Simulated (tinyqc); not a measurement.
Worked calculation: coupled-perturbed Hartree-Fock on RHF in the sto-6g basis, for H2O, spin multiplicity 1. One step of it, computed by the program tinyqc.

Task: Iteration 1: building the Fock matrix. J_ij = sum D_kl (ij|kl), K_ij = sum D_kl (ik|jl); F = H + J - 0.5 K; E = tr D H + tr D J / 2 - 0.25 tr D K + E_nn.

D at the start:
```
            1O 1s      1O 2s    1O 2px     1O 2py     1O 2pz      2H 1s      3H 1s
1O 1s    2.124898  -0.568181  0.000000   0.000000  -0.042718   0.075879   0.075879
1O 2s   -0.568181   2.572676  0.000000   0.000000   0.260498  -0.331923  -0.331923
1O 2px   0.000000   0.000000  2.000000   0.000000   0.000000   0.000000   0.000000
1O 2py   0.000000   0.000000  0.000000   2.292920   0.000000  -0.322581   0.322581
1O 2pz  -0.042718   0.260498  0.000000   0.000000   2.144208  -0.212830  -0.212830
2H 1s    0.075879  -0.331923  0.000000  -0.322581  -0.212830   0.103381   0.012615
3H 1s    0.075879  -0.331923  0.000000   0.322581  -0.212830   0.012615   0.103381
```

core Hamiltonian H = T + V (hartree):
```
             1O 1s      1O 2s     1O 2px     1O 2py     1O 2pz      2H 1s      3H 1s
1O 1s   -32.930876  -7.278394   0.000000   0.000000  -0.016210  -1.391968  -1.391968
1O 2s    -7.278394  -9.150293   0.000000   0.000000  -0.185792  -3.130708  -3.130708
1O 2px    0.000000   0.000000  -7.394985   0.000000   0.000000   0.000000   0.000000
1O 2py    0.000000   0.000000   0.000000  -7.521240   0.000000  -1.792534   1.792534
1O 2pz   -0.016210  -0.185792   0.000000   0.000000  -7.467356  -1.409681  -1.409681
2H 1s    -1.391968  -3.130708   0.000000  -1.792534  -1.409681  -4.685519  -1.178595
3H 1s    -1.391968  -3.130708   0.000000   1.792534  -1.409681  -1.178595  -4.685519
```

Two-electron integrals (ij|kl) in chemists' order, unique and non-zero (hartree):
```
(11|11) 4.787491    (21|11) 0.675884    (21|21) 0.121505    (22|11) 1.117379
(22|21) 0.249212    (22|22) 0.817383    (31|31) 0.025762    (32|31) 0.039145
(32|32) 0.180664    (33|11) 1.117381    (33|21) 0.249212    (33|22) 0.817382
(33|33) 0.880663    (41|41) 0.025762    (42|41) 0.039145    (42|42) 0.180664
(43|43) 0.047461    (44|11) 1.117381    (44|21) 0.249212    (44|22) 0.817382
(44|33) 0.785741    (44|44) 0.880663    (51|51) 0.025762    (52|51) 0.039145
(52|52) 0.180664    (53|53) 0.047461    (54|54) 0.047461    (55|11) 1.117381
(55|21) 0.249212    (55|22) 0.817382    (55|33) 0.785741    (55|44) 0.785741
(55|55) 0.880663    (61|11) 0.136812    (61|21) 0.023578    (61|22) 0.047315
(61|33) 0.047214    (61|41) 0.000921    (61|42) 0.001800    (61|44) 0.047407
(61|51) 0.000697    (61|52) 0.001363    (61|54) 0.000146    (61|55) 0.047324
(61|61) 0.004663    (62|11) 0.338066    (62|21) 0.076482    (62|22) 0.278433
(62|33) 0.273770    (62|41) 0.004889    (62|42) 0.036351    (62|44) 0.282662
(62|51) 0.003702    (62|52) 0.027522    (62|54) 0.006732    (62|55) 0.278867
(62|61) 0.014927    (62|62) 0.118879    (63|31) 0.008424    (63|32) 0.047665
(63|43) 0.007468    (63|53) 0.005654    (63|63) 0.016646    (64|11) 0.196710
(64|21) 0.045127    (64|22) 0.175215    (64|33) 0.167367    (64|41) 0.010938
(64|42) 0.069166    (64|44) 0.187775    (64|51) 0.001903    (64|52) 0.016278
(64|54) 0.009797    (64|55) 0.170503    (64|61) 0.009202    (64|62) 0.090949
(64|64) 0.085445    (65|11) 0.148931    (65|21) 0.034166    (65|22) 0.132657
(65|33) 0.126715    (65|41) 0.001903    (65|42) 0.016278    (65|44) 0.130857
(65|51) 0.009865    (65|52) 0.059990    (65|54) 0.010605    (65|55) 0.140398
(65|61) 0.006967    (65|62) 0.068858    (65|64) 0.052088    (65|65) 0.056083
(66|11) 0.487228    (66|21) 0.112280    (66|22) 0.468062    (66|33) 0.449544
(66|41) 0.009155    (66|42) 0.093539    (66|44) 0.484856    (66|51) 0.006931
(66|52) 0.070819    (66|54) 0.026735    (66|55) 0.469785    (66|61) 0.022129
(66|62) 0.255378    (66|64) 0.222939    (66|65) 0.168789    (66|66) 0.774999
(71|11) 0.136812    (71|21) 0.023578    (71|22) 0.047315    (71|33) 0.047214
(71|41) -0.000921   (71|42) -0.001800   (71|44) 0.047407    (71|51) 0.000697
(71|52) 0.001363    (71|54) -0.000146   (71|55) 0.047324    (71|61) 0.004592
(71|62) 0.014414    (71|64) 0.008108    (71|65) 0.006730    (71|66) 0.021106
(71|71) 0.004663    (72|11) 0.338066    (72|21) 0.076482    (72|22) 0.278433
(72|33) 0.273770    (72|41) -0.004889   (72|42) -0.036351   (72|44) 0.282662
(72|51) 0.003702    (72|52) 0.027522    (72|54) -0.006732   (72|55) 0.278867
(72|61) 0.014414    (72|62) 0.095200    (72|64) 0.050447    (72|65) 0.053585
(72|66) 0.165929    (72|71) 0.014927    (72|72) 0.118879    (73|31) 0.008424
(73|32) 0.047665    (73|43) -0.007468   (73|53) 0.005654    (73|63) 0.012871
(73|73) 0.016646    (74|11) -0.196710   (74|21) -0.045127   (74|22) -0.175215
(74|33) -0.167367   (74|41) 0.010938    (74|42) 0.069166    (74|44) -0.187775
(74|51) -0.001903   (74|52) -0.016278   (74|54) 0.009797    (74|55) -0.170503
(74|61) -0.008108   (74|62) -0.050447   (74|64) -0.014434   (74|65) -0.027792
(74|66) -0.079084   (74|71) -0.009202   (74|72) -0.090949   (74|74) 0.085445
(75|11) 0.148931    (75|21) 0.034166    (75|22) 0.132657    (75|33) 0.126715
(75|41) -0.001903   (75|42) -0.016278   (75|44) 0.130857    (75|51) 0.009865
(75|52) 0.059990    (75|54) -0.010605   (75|55) 0.140398    (75|61) 0.006730
(75|62) 0.053585    (75|64) 0.027792    (75|65) 0.042534    (75|66) 0.101947
(75|71) 0.006967    (75|72) 0.068858    (75|74) -0.052088   (75|75) 0.056083
(76|11) 0.116975    (76|21) 0.026730    (76|22) 0.105333    (76|33) 0.102951
(76|44) 0.105014    (76|51) 0.002047    (76|52) 0.017980    (76|55) 0.108033
(76|61) 0.005158    (76|62) 0.044480    (76|64) 0.029468    (76|65) 0.028982
(76|66) 0.098777    (76|71) 0.005158    (76|72) 0.044480    (76|74) -0.029468
(76|75) 0.028982    (76|76) 0.020611    (77|11) 0.487228    (77|21) 0.112280
(77|22) 0.468062    (77|33) 0.449544    (77|41) -0.009155   (77|42) -0.093539
(77|44) 0.484856    (77|51) 0.006931    (77|52) 0.070819    (77|54) -0.026735
(77|55) 0.469785    (77|61) 0.021106    (77|62) 0.165929    (77|64) 0.079084
(77|65) 0.101947    (77|66) 0.310219    (77|71) 0.022129    (77|72) 0.255378
(77|74) -0.222939   (77|75) 0.168789    (77|76) 0.098777    (77|77) 0.774999
```

nuclear repulsion = 8.31155552 hartree

Give: Coulomb J; exchange K; Fock matrix F; total energy of this density.

Result:

Coulomb J (hartree):
```
         1O 1s   1O 2s  1O 2px  1O 2py  1O 2pz  2H 1s   3H 1s
1O 1s   18.788   3.386   0.000   0.000   0.004  0.660   0.660
1O 2s    3.386   8.861   0.000   0.000  -0.002  2.919   2.919
1O 2px   0.000   0.000   8.864   0.000   0.000  0.000   0.000
1O 2py   0.000   0.000   0.000   8.858   0.000  1.799  -1.799
1O 2pz   0.004  -0.002   0.000   0.000   8.860  1.360   1.360
2H 1s    0.660   2.919   0.000   1.799   1.360  4.698   1.077
3H 1s    0.660   2.919   0.000  -1.799   1.360  1.077   4.698
```

exchange K (hartree):
```
        1O 1s  1O 2s  1O 2px  1O 2py  1O 2pz  2H 1s   3H 1s
1O 1s   9.893  1.595   0.000   0.000   0.001  0.334   0.334
1O 2s   1.595  2.851   0.000   0.000   0.004  0.816   0.816
1O 2px  0.000  0.000   2.376   0.000   0.000  0.000   0.000
1O 2py  0.000  0.000   0.000   2.369   0.000  0.376  -0.376
1O 2pz  0.001  0.004   0.000   0.000   2.370  0.283   0.283
2H 1s   0.334  0.816   0.000   0.376   0.283  0.364   0.215
3H 1s   0.334  0.816   0.000  -0.376   0.283  0.215   0.364
```

Fock matrix F (hartree):
```
          1O 1s   1O 2s  1O 2px  1O 2py  1O 2pz   2H 1s   3H 1s
1O 1s   -19.089  -4.690   0.000   0.000  -0.013  -0.899  -0.899
1O 2s    -4.690  -1.715   0.000   0.000  -0.190  -0.619  -0.619
1O 2px    0.000   0.000   0.282   0.000   0.000   0.000   0.000
1O 2py    0.000   0.000   0.000   0.152   0.000  -0.182   0.182
1O 2pz   -0.013  -0.190   0.000   0.000   0.208  -0.191  -0.191
2H 1s    -0.899  -0.619   0.000  -0.182  -0.191  -0.170  -0.208
3H 1s    -0.899  -0.619   0.000   0.182  -0.191  -0.208  -0.170
```

total energy of this density = -73.99765 hartree
